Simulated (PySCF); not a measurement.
Molecule: SMILES CCCO, C$_{3}$H$_{8}$O.

Atom-mapped SMILES (the numbers label the heavy atoms): `[CH3:1][CH2:2][CH2:3][OH:4]` (H(Xn): hydrogen on atom n).

Spin–spin couplings on one PBE0-D3(BJ)/def2-SVP geometry, PySCF, gas phase, non-relativistic, equivalent pairs averaged (without the spin–dipole term); isotopes 1H, 13C; basis pcJ-1.

Reference values (Hz): 3J(H(C3),H(C2)) = 6.6 (measured; liquid or solution (compiled); DeVience et al., arXiv:2103.01289 (literature column, mostly SDBS)); 3J(H(C2),H(C1)) = 7.6 (measured; liquid or solution (compiled); DeVience et al., arXiv:2103.01289 (literature column, mostly SDBS)); 1J(C3,C2) = 37.8 (measured; liquid or solution; F. J. Weigert, PhD thesis, Caltech 1968 (Carbon-13 magnetic resonance spectroscopy)); 1J(C2,C1) = 34.2 (measured; liquid or solution; F. J. Weigert, PhD thesis, Caltech 1968 (Carbon-13 magnetic resonance spectroscopy)).

How do the couplings (Hz) change with the functional? Times are CPU seconds on shared hosts with different chips, so compare them loosely; the GGAs took longer than the global hybrids here, which isn't the general rule, and the cause wasn't traced.

Answers


| functional | functions | 3J(H(C3),H(C2)) | 3J(H(C2),H(C1)) | 1J(C3,C2) | 1J(C2,C1) | mean abs. error | core-s |
| --- | --- | --- | --- | --- | --- | --- | --- |
| HF | 188 | 10.2 | 10.7 | 66.9 | 63.4 | 16.3 | 13 |
| LDA | 188 | 6.2 | 6.4 | 20.9 | 21.0 | 7.9 | 12 |
| PBE | 188 | 7.3 | 7.7 | 30.4 | 29.9 | 3.1 | 15 |
| KT2 | 188 | 9.2 | 9.7 | 21.6 | 21.4 | 8.4 | 16 |
| B3LYP | 188 | 8.0 | 8.4 | 37.1 | 36.3 | 1.2 | 12 |
| PBE0 | 188 | 7.6 | 7.9 | 35.8 | 34.7 | 1.0 | 14 |
| B97-2 | 188 | 7.1 | 7.4 | 34.8 | 34.2 | 0.9 | 15 |
| BHandHLYP | 188 | 8.7 | 9.0 | 46.3 | 44.7 | 5.6 | 7 |
| CAM-B3LYP | 188 | 8.1 | 8.4 | 37.3 | 36.3 | 1.2 | 18 |

Errors compare magnitudes, without vibrational corrections, and the largest couplings weigh most in the mean. Closest: B97-2 and PBE0, practically level; furthest: HF.
